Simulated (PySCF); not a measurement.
**C4H3ClS: core ionisation energies**

Compound: C4H3ClS.
Numbering: `[Cl:1][c:2]1[cH:3][cH:4][s:5][cH:6]1`

Geometry (GFN2-xTB, Å), atoms numbered from 1 in this order:
```xyz
9
C4H3ClS angstrom
Cl     2.3715   -0.9634    0.5494
C      0.8725   -0.2085    0.1795
C     -0.3461   -0.9231    0.0678
C     -1.3829   -0.1029   -0.2303
S     -0.8937    1.5378   -0.3782
C      0.7367    1.1272   -0.0348
H     -0.4247   -1.9852    0.2053
H     -2.4128   -0.3605   -0.3733
H      1.4930    1.8847   -0.0105
```

Method: PySCF 2.14.0, delta-SCF UKS SCAN, pcX-2 on the ionised atom, pcseg-1 elsewhere, spin-free X2C. These are vertical core ionisation energies against the vacuum level, from separate self-consistent calculations with and without the core hole.

Q: What binding energy does each computed site have?

A: 
```
atom(s)                        environment     level  binding energy (eV)  2p1/2 (eV)  above the level's lowest (eV)  count
    Cl1                      aryl chlorine  Cl 2p3/2               206.35      208.00                           0.00      1
     C3                 aromatic CH carbon      C 1s               290.69           –                           0.00      1
     C6  aromatic CH next to a ring sulfur      C 1s               290.85           –                          +0.16      1
     C4  aromatic CH next to a ring sulfur      C 1s               291.00           –                          +0.31      1
     C2               aromatic C–Cl carbon      C 1s               291.92           –                          +1.23      1
     S5              thiophene-type sulfur      S 1s              2478.25           –                           0.00      1
    Cl1                      aryl chlorine     Cl 1s              2828.99           –                           0.00      1
```

The listed C 1s values span 1.23 eV, from C3 (bonded to 2 C (aromatic in the SMILES) and H) to C2 (bonded to Cl and 2 C (aromatic in the SMILES)). The widest gap between neighbouring values is 0.92 eV, between 291.00 and 291.92 eV. Summing the Pauling electronegativity differences to the bonded atoms, each weighted by its formal bond order, gives -0.35 for the lowest site and +0.61 for the highest; no listed site has a larger sum than the highest.

Q: Which photon energy gives electrons from C 1s of C6 a kinetic energy of 50 eV, and what is their de Broglie wavelength?

A: hν = 290.85 + 50 = 340.85 eV, recoil neglected; λ = 12.264 Å/√(E/eV) = 1.73 Å.

Not every level is listed. The 2p values add to the ΔSCF energy of one spin-free hole a correction within the shell (spin–orbit coupling, ligand field). 2p1/2 minus 2p3/2 (ligand field included): Cl 1.65 eV. Isolated species at its GFN2-xTB geometry, gas phase.
